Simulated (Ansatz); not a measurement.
Elastic constant C11 (GPa) of 37 elemental solids other than molecular ones, computed with LDA (Ansatz, an electronic-structure program, plane waves, PAW) and with PBEsol (plane waves, PAW; Ansatz). The set holds measured phases with no doubt noted on the run or the magnetic state but for the caveats below. 8 more of the class have both values but aren't in it, for one of these reasons: built or high-temperature cells, doubts on the run or the magnetic state, unlike cells, values of zero, layered or molecular crystals. Solids without a value at one level (not run, failed, or a magnetic order lost), or held back for tests, aren't counted.

Every twentieth of the way through the set, in order of the shift (worked out from unrounded values):

| solid | LDA | PBEsol | shift (%) |
|---|---|---|---|
| hcp Cd | 152 | 127 | -16.6 |
| bcc Rb | 3.90 | 3.26 | -16.4 |
| hcp Tl | 46.9 | 40.2 | -14.2 |
| fcc Ag | 169 | 145 | -13.9 |
| bcc Ba | 14.2 | 12.6 | -11.4 |
| fcc Pd | 271 | 243 | -10.3 |
| white tin (β-Sn) | 76.0 | 68.3 | -10.1 |
| fcc Au | 216 | 196 | -9.2 |
| hcp Co | 462 | 421 | -8.9 |
| bcc Li | 16.4 | 15.3 | -7.0 |
| fcc Ni | 351 | 326 | -6.9 |
| fcc Rh | 502 | 471 | -6.3 |
| fcc Pt | 381 | 357 | -6.2 |
| hcp Lu | 105 | 99.1 | -6.0 |
| hcp Ru | 658 | 628 | -4.6 |
| hcp Tc | 556 | 533 | -4.1 |
| fcc Ca | 23.9 | 23.2 | -3.0 |
| hcp Re | 673 | 654 | -2.9 |
| fcc Al | 115 | 112 | -2.2 |
| hcp Ti | 185 | 184 | -0.7 |
| hcp Zr | 141 | 147 | +4.6 |

The shift from LDA to PBEsol has a median of -6.9 %, and eight in ten lie between -14.7 % and -1.9 %; PBEsol is the larger in 2 of 37. Each level is at its own cell, so the shift holds the change of volume too.

Ansatz's runs of these crystals have no spin polarisation, but for bcc Fe, hcp Co, fcc Ni.

Density-functional runs with spin start from parallel moments for bcc Fe, parallel moments for hcp Co, parallel moments for fcc Ni.

Spin–orbit coupling is left out, also for the solids with elements from indium on (fcc Pt, hcp Os, bcc Ba, white tin (β-Sn), double-hcp La, hcp Tl, fcc Ir, hcp Re, bcc Cs, hcp Hf and 3 more); its size isn't shown.

Each level is taken at its own relaxed cell. Ansatz's density-functional and Hartree–Fock values are scalar-relativistic unless marked +SOC, with PAW data made under PBE.
